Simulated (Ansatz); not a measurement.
**C3H3FO: one species, many methods**

Aim: compute C3H3FO with functionals from several rungs and with coupled cluster, and see how far each lands from CCSD(T) at the basis-set limit for the atomisation energy.

Program: Ansatz 0.2.0, Gaussian basis. Level of theory: functionals in def2-TZVPP, the program's frozen cores in correlated methods. These are calculated values, not measurements.

The runs, in order: LDA (SPW92), PBE-D4, revPBE-D4, BLYP-D4, r2SCAN-D4, B97M-V, PBE0-D4, B3LYP-D4, r2SCANh-D4, r2SCAN0-D4, HSE06-D4, BHLYP-D4, CAM-B3LYP-D4, LC-ωPBE, ωB97X-V, ωB97M-V, B2PLYP, PBE-QIDH; CCSD(T)/def2-SVP; CCSD(T)/def2-TZVPP; MP2/def2-QZVPP; extrapolation to the limit; RPA on PBE.

## 1. Structure used throughout

The geometry comes from an earlier relaxation with PBE0-D4 in a triple-zeta def2 set; it is a stationary point, not always the lowest conformer.

SMILES `OC1=C(F)C1`, 8 atoms, charge 0, spin multiplicity 1.

Atoms are counted from 1 here; the program's logs count them from 0.

Bond lengths: O1–C2 1.328 Å, O1–H6 0.964 Å, C2–C3 1.282 Å, C2–C5 1.509 Å, C3–F4 1.315 Å, C3–C5 1.484 Å, C5–H7 1.095 Å, C5–H8 1.095 Å. Angles: C2–O1–H6 109.2°, O1–C2–C3 156.9°, O1–C2–C5 139.4°, C3–C2–C5 63.6°, C2–C3–F4 150.8°, C2–C3–C5 65.6°, F4–C3–C5 143.5°, C2–C5–C3 50.7°, C2–C5–H7 119.3°, C2–C5–H8 119.3°, C3–C5–H7 120.3°, C3–C5–H8 120.3°, H7–C5–H8 113.3°.

## 2. LDA

This LDA is Slater exchange with PW92 correlation.

The input, in.yaml:

```yaml
crystal:
  periodic: [false, false, false]
  atoms:
    - {symbol: O, position_ang: [-0.445694, 0.724130, 1.622820]}
    - {symbol: C, position_ang: [-0.148274, 0.281579, 0.406471]}
    - {symbol: C, position_ang: [-0.050474, 0.319450, -0.871503]}
    - {symbol: F, position_ang: [-0.214326, 0.942670, -2.017613]}
    - {symbol: C, position_ang: [0.432976, -0.942572, -0.257530]}
    - {symbol: H, position_ang: [-0.818363, 1.610310, 1.555350]}
    - {symbol: H, position_ang: [-0.170142, -1.853844, -0.321790]}
    - {symbol: H, position_ang: [1.506498, -1.138823, -0.172107]}
basis:
  gaussian: {orbitals: def2-TZVPP}
hamiltonian: {xc: lda}
output: {orbitals: {seedname: orbitals}}
```

Command:

```console
> ansatz run in.yaml --threads 2 --pin off --events-out ev --progress --plain --max-ram 4352MiB
```

The runs that follow: PBE-D4 (GGA); revPBE-D4 (GGA); BLYP-D4 (GGA); r2SCAN-D4 (meta-GGA); B97M-V (meta-GGA); B3LYP-D4 (hybrid); r2SCANh-D4 (hybrid); r2SCAN0-D4 (hybrid); HSE06-D4 (hybrid); BHLYP-D4 (hybrid); CAM-B3LYP-D4 (range-separated); LC-ωPBE (range-separated); ωB97X-V (range-separated); ωB97M-V (range-separated); B2PLYP (double hybrid); PBE-QIDH (double hybrid); CCSD(T) in def2-SVP; CCSD(T) in def2-TZVPP; MP2 in def2-QZVPP; RPA on PBE orbitals.

Before running them: what should the planned runs give, taken together? Wanted: atomisation energy, CCSD(T)/CBS; farthest beyond LDA; mean size of error, GGA; mean size of error, meta-GGA; mean size of error, hybrid; mean size of error, range-separated; mean size of error, double hybrid; gap, smallest and largest; T1 diagnostic.

**Answer**, as computed:

| quantity | value |
| --- | --- |
| atomisation energy, CCSD(T)/CBS | 3271.5 kJ/mol |
| functionals within 16.4 kJ/mol (0.5 %) | B3LYP-D4, r2SCANh-D4, PBE-QIDH |
| farthest beyond LDA | PBE-D4 (+184.2 kJ/mol) |
| mean size of error, GGA | 95.1 kJ/mol |
| mean size of error, meta-GGA | 28.6 kJ/mol |
| mean size of error, hybrid | 58.8 kJ/mol |
| mean size of error, range-separated | 27.5 kJ/mol |
| mean size of error, double hybrid | 14.3 kJ/mol |
| gap, smallest and largest | 4.60 eV (BLYP-D4), 11.81 eV (LC-ωPBE) |
| T1 diagnostic | 0.0123 |
| triples share of the correlation energy | 4.0 % |

The LDA atomisation energy is off by 682.3 kJ/mol (21 %): it overbinds. PBE-D4 misses by +184.2 kJ/mol. Double hybrids carry the basis error of their MP2 part in triple zeta, and no dispersion term here, so their miss is partly the set-up's. By mean error the best rung here is double hybrid (14.3 kJ/mol) and the worst beyond LDA is GGA (95.1 kJ/mol). The reference freezes the cores and leaves out relativity and excitations past (T), so misses under about 16.4 kJ/mol can't be ranked. Hartree-Fock recovers 67 % of the binding; the rest is correlation. CCSD(T) in def2-SVP is off by -152.9 kJ/mol, more than most functionals: a good method in a small basis is no reference. The gap grows from 4.6 to 11.8 eV across the functionals, mostly with the share of exact exchange.
